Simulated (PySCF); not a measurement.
LiMg: from constants to spectrum

ROHF-CCSD(T) constants of LiMg, ²Σ⁺ (doublet), unpaired electrons σ ↑ (basis Li 6-311G(d,p), Mg 6-311G(d,p); no relativity; PySCF 2.14; masses 7.0160 and 23.9850 u):

* ωe: 169.5 cm⁻¹
* ωexe: 6.6 cm⁻¹
* Be: 0.31624 cm⁻¹
* αe: 0.0117 cm⁻¹
* De to Li + Mg: 0.138 eV

Q: What force constant and bond length do these constants imply?

A: Reduced mass μred = 5.4282 u; k = 5.8918×10⁻⁷·μred·ωe² (u, cm⁻¹, mdyn/Å) = 0.0919 mdyn/Å; Re = √(16.8576/(μred·Be)) (u, cm⁻¹, Å) = 3.134 Å.

Q: Estimate the centrifugal constant D from the Kratzer relation and find the Dunham coefficient a1.

A: D = 4Be³/ωe² = 4.4e-06 cm⁻¹; a1 = −1 − αeωe/(6Be²) = -4.30.

Correlated steps freeze 1 core orbital. The bond is weak. Basis-set superposition, not corrected here, can be much of De in a small basis, most of all at correlated wavefunction levels. The state is the lowest determinant that a PBE0 search found; another state may lie lower at other levels.
